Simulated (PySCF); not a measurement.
C3H3O2 (charge -1).
SMILES with atom numbers: `[CH2:1]=[CH:2][C:3](=[O:4])[O-:5]` (hydrogens: H6, H7 on C1; H8 on C2)

A PySCF run (density fitting, gas phase, GFN2-xTB geometry) gave HOMO -1.01 eV, LUMO 4.43 eV.

**Question.** Which of these levels was it?
A. revPBE/cc-pVDZ
B. PW91/aug-cc-pVDZ
C. PBE0/pcSseg-0
D. PBE0/pcSseg-1

**Answer.** D. It is PBE0/pcSseg-1. All candidates on this geometry:

| level and settings | kind | basis functions | SCF cycles | E (Eh) | HOMO (eV) | LUMO (eV) |
| --- | --- | --- | --- | --- | --- | --- |
| PW91/aug-cc-pVDZ, energy threshold 1e-11 Eh | GGA | 142 | 15 | -266.5603 | 0.07 | 2.49 |
| revPBE/cc-pVDZ, level shift 0.3 Eh | GGA | 85 | 18 | -266.5280 | 1.34 | 4.03 |
| PBE0/pcSseg-0, start guess atom | global hybrid | 51 | 10 | -265.6629 | -0.54 | 4.76 |
| PBE0/pcSseg-1 | global hybrid | 100 | 14 | -266.2783 | -1.01 | 4.43 |

The nearest other candidate, by the summed differences of HOMO and LUMO, is PBE0/pcSseg-0: its HOMO differs by +0.47 eV and its LUMO by +0.33 eV. Cycle counts include a coarse-grid stage where the run had one. The HOMO energy is positive at PW91/aug-cc-pVDZ and revPBE/cc-pVDZ; such an orbital is held in place by the finite basis.

Conformer computed: `[CH2:1]=[CH:2][C:3](=[O:4])[O-:5]`: C1–C2–C3–O4 180°.
